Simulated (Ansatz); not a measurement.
Methyl acrylate (`C=CC(=O)OC`). The species carries charge 0 and has multiplicity 1. All single points use the PBE0-D4/def2-TZVP geometry. It is one conformer, not always the lowest.

```xyz
12

C     1.653    0.970    1.591
C     1.112   -0.031    0.912
C    -0.039    0.205    0.015
O    -0.573    1.266   -0.180
O    -0.426   -0.938   -0.570
C    -1.532   -0.818   -1.456
H     1.253    1.973    1.493
H     2.497    0.816    2.253
H     1.481   -1.048    0.981
H    -1.299   -0.130   -2.271
H    -1.715   -1.818   -1.842
H    -2.410   -0.446   -0.926
```

Problem. What is the dipole moment at B3LYP/def2-TZVPP? (Estimate.)

Solution. Computed: 1.60 D, with components (0.56, -1.49, 0.12) D in this frame, pointing from negative to positive charge.

Problem. And with PBE, r2SCAN, ωB97M-V? (Estimate.)

Solution. Ansatz gave: PBE 1.57 D, r2SCAN 1.60 D, ωB97M-V 1.58 D.

Problem. Give the Mulliken charges with B3LYP, r2SCAN, ωB97M-V in def2-TZVPP. (Estimate.)

Solution. Computed: 
```
atom  B3LYP  r2SCAN  ωB97M-V
  C1  -0.17   -0.11    -0.16
  C2  -0.19   -0.20    -0.19
  C3   0.37    0.42     0.39
  O4  -0.33   -0.36    -0.35
  O5  -0.27   -0.26    -0.26
  C6  -0.14   -0.01    -0.20
  H7   0.13    0.10     0.12
  H8   0.12    0.09     0.12
  H9   0.12    0.09     0.12
 H10   0.12    0.08     0.14
 H11   0.12    0.08     0.13
 H12   0.12    0.08     0.14
```

B3LYP here is the variant with VWN-RPA as its local correlation; programs differ in this.
